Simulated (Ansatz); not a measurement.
CH$_{2}$O$_{3}$ (`O=C(O)O`), relaxed with RKS PBE-D4/def2-SVP in Ansatz from a rough embedded geometry. The force threshold is 0.03 eV/Å; the program also tests the step.

Charge 0, multiplicity 1.

Start:

```xyz
6

O     0.560   -0.587   -1.048
C     0.061   -0.039   -0.074
O    -1.227   -0.056    0.151
O     0.605    0.647    0.907
H    -1.624   -0.565   -0.604
H     1.625    0.600    0.667
```

**Question.** By how much does the energy fall, and how many steps does the optimiser take? (Best estimate.)

**Answer.** Computed: 23.64 kJ/mol, in 3 steps.

**Question.** Which bonds change most? (Estimate.)

**Answer.** Computed: O4–H6 from 1.049 to 0.979 Å; C2–O3 from 1.307 to 1.348 Å; C2–O4 from 1.315 to 1.347 Å; O3–H5 from 0.993 to 0.978 Å.

**Question.** Give the relaxed structure. (An estimate is asked.)

**Answer.** The calculation gave: 
```xyz
6

O     0.609   -0.575   -1.036
C     0.054   -0.051   -0.091
O    -1.273   -0.058    0.146
O     0.660    0.637    0.896
H    -1.663   -0.566   -0.594
H     1.614    0.614    0.679
```
